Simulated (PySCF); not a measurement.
Isomers of C5H10 side by side.

PySCF, wB97X-D/aug-cc-pVTZ, density fitting, gas phase; each molecule at its own PBE0-D3(BJ)/def2-TZVP geometry, one conformer. Singlet excitations by full TDDFT with frozen cores, triplets by Tamm–Dancoff TDDFT and ionisation energies by ΔSCF, from the lowest of the holes tried. 

Torsions of the conformers computed, which needn't be the lowest (atom-mapped SMILES):
- `[CH3:1]/[CH:2]=[CH:3]/[CH2:4][CH3:5]`: C2–C3–C4–C5 -119°
- `[CH2:1]=[CH:2][CH:3]([CH3:4])[CH3:5]`: C1–C2–C3–C4 -119°
- `[CH2:1]=[C:2]([CH3:3])[CH2:4][CH3:5]`: C1–C2–C4–C5 115°
- `[CH3:1]/[CH:2]=[CH:3]\[CH2:4][CH3:5]`: C2–C3–C4–C5 -114°

Reference: `C/C=C/CC`, with HOMO energy -8.75 eV, LUMO energy 0.91 eV, lowest singlet excitation 6.37 eV, lowest triplet excitation 4.51 eV, mean polarisability 65.8 au, dipole moment 0.04 D and vertical ionisation energy 9.00 eV.

Changes against it:

```tsv
molecule	Δ electronic energy (kcal/mol)	Δ HOMO energy (eV)	Δ LUMO energy (eV)	Δ lowest singlet excitation (eV)	Δ lowest triplet excitation (eV)	Δ mean polarisability (au)	Δ dipole moment (D)	Δ vertical ionisation energy (eV)
C=C(C)CC	+0.1	-0.13	-0.04	+0.03	-0.02	-1.4	+0.54	+0.13
CC=C(C)C	-1.8	+0.33	-0.03	-0.42	-0.07	-0.5	+0.17	-0.36
C/C=C\CC	+1.3	0.00	-0.03	-0.13	+0.02	-0.7	+0.25	+0.01
```

Rows whose labels were lost:

```tsv
row	Δ electronic energy (kcal/mol)	Δ HOMO energy (eV)	Δ LUMO energy (eV)	Δ lowest singlet excitation (eV)	Δ lowest triplet excitation (eV)	Δ mean polarisability (au)	Δ dipole moment (D)	Δ vertical ionisation energy (eV)
P	-12.1	-1.86	-0.02	+1.63	+3.37	-7.0	-0.03	+2.01
Q	+2.3	-0.49	-0.02	+0.41	+0.09	-0.9	+0.34	+0.54
```

Task: Which row belongs to which of `C=CC(C)C` and `C1CCCC1`?

Result: P = `C1CCCC1` and Q = `C=CC(C)C`. P and Q are told apart most clearly by the lowest triplet excitation (+3.37 against +0.09 eV); Q comes close to the labelled row of `C/C=C\CC` in every column.

Task: Which row has the smallest HOMO–LUMO gap and which the largest, and does the HOMO or the LUMO shift more there?

Result: Smallest, counted from the reference: `CC=C(C)C`, -0.36 eV (HOMO +0.33, LUMO -0.03), the larger shift being that of the HOMO. Largest: P, +1.84 eV (HOMO -1.86, LUMO -0.02), the larger shift being that of the HOMO.

wB97X-D is run here without its empirical dispersion term; that term would change no orbital, density or response property at a fixed geometry.
